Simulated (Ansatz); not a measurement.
Tetradymite Bi2Se3, treated with PBE-D4 in Ansatz (PAW).

Numerical settings: plane-wave cutoff 520 eV, 10×10×10 k mesh, Fermi–Dirac smearing 0.01 eV, scalar-relativistic PAW data made under PBE.

Energies at three volumes about the minimum:

| V (Å³/atom) | E − E_lowest (meV/atom) |
|---|---|
| 27.605 | 1.41 |
| 28.169 | 0.00 |
| 28.732 | 1.23 |

Problem. Fit a parabola by hand: where is the minimum, and what is the bulk modulus?

Solution. Slopes: (0.00 − 1.41)/(28.169 − 27.605) = -2.500 and (1.23 − 0.00)/(28.732 − 28.169) = 2.185 meV/Å³. Curvature E″ = 2 × (2.185 − (-2.500))/(28.732 − 27.605) = 8.314 meV/Å⁶. From the middle of the first interval, the slope vanishes at V0 = 27.8870 − (-2.500)/8.314 = 28.188 Å³/atom. B = V0 E″ = 28.188 × 8.314 meV/Å³ × 0.1602 GPa per meV/Å³ = 37.5 GPa. The full Birch–Murnaghan fit to all volumes gives V0 = 28.167 Å³/atom and B0 = 37.1 GPa.

Shape and atoms are relaxed at each volume.

Note: the bulk modulus comes from volumes at which shape and atoms were relaxed.

Ansatz is a program for electronic structure.
